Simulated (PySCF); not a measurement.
Gas-phase reaction: H₂ + 2 BO + BF₃ = BF(OH)₂ + 2 BF

Energies from PySCF, thermal terms from the rigid-rotor harmonic-oscillator model, ideal gas at 1 bar. † marks an energy on the PBE0/def2-TZVP geometry and frequencies; other levels use their own. MP2 freezes the core. 6-31G* has spherical d functions here. Open shells (unrestricted): BO (multiplicity 2); the rest are closed-shell singlets. B3LYP is the form with VWN-RPA correlation. BF(OH)₂: computed as isolated molecules; such fragments, hydroxides, amides, oligomers or adducts are transient or little studied in the gas. MP2 isn't extrapolated to the basis-set limit.

```csv
level,"ΔH°(298 K), kJ"
B3LYP/6-31G*,-85
HF/6-31G*,[?]
HF/def2-TZVP†,-102
MP2/def2-SVP†,[?]
PBE/def2-SVP,[?]
PBE/def2-TZVP†,-107
PBE0/def2-QZVP†,[?]
ωB97M-V/def2-TZVP†,-182
```

Problem. Some entries are withheld; supply them.

Solution. 
- HF/6-31G*, ΔH°(298 K), kJ: -54
- MP2/def2-SVP†, ΔH°(298 K), kJ: -64
- PBE/def2-SVP, ΔH°(298 K), kJ: -93
- PBE0/def2-QZVP†, ΔH°(298 K), kJ: -137
